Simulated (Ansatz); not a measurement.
# AlNH+ (quintet): from Hartree-Fock to the top rungs, def2-QZVPP

An exercise on one series of results from a longer session: the logs are not shown, and one member is left open.

Computed with Ansatz 0.2.0, Gaussian basis. Level: def2-QZVPP, core rule «outside noble gas», up to 6 orbitals frozen.

The runs, in order: UHF; ROHF; CCSD(T) on UHF.

**The geometry**

The geometry is a PBE0/def2-TZVP stationary point (not a proven minimum) of the parent state, kept for this charge and spin.

3 atoms, charge 1, spin multiplicity 5.

Atoms are counted from 1 here; the program's logs count them from 0.

Bond lengths: Al1–N2 1.909 Å, N2–H3 1.029 Å. Angles: Al1–N2–H3 108.4°.

The first run:

Input file in.yaml:

```yaml
crystal:
  periodic: [false, false, false]
  atoms:
    - {symbol: Al, position_ang: [0.000000, -0.031887, 0.689947]}
    - {symbol: N, position_ang: [0.000000, 0.120874, -1.212902]}
    - {symbol: H, position_ang: [0.000000, -0.826124, -1.614269]}
basis:
  gaussian: {orbitals: "def2-QZVPP.json"}
total_charge: 1
magnetization: {spin_polarized: true, initial_magnetization: 4}
hamiltonian: {xc: hf}
output: {orbitals: {seedname: orbitals}}
```

Started as:

```bash
> ansatz run in.yaml --threads 1 --pin off --events-out ev --progress --plain --max-ram 2393MiB
```

Steps of the session up to this table: UHF; ROHF; CCSD(T) on UHF.

One of the session's tables, all rows but one given; the rest of the session is left out.

| method | from UCCSD(T) (meV) |
| --- | --- |
| ROHF | ? |
| UHF | +4890.5 |
| UMP2 | +677.2 |
| UCCSD | +136.5 |
| UCCSD(T) | 0 |

**Question.** Estimate the row for ROHF.

As computed: from UCCSD(T) (meV): +5081.4. In the column «from UCCSD(T) (meV)» it is the highest.
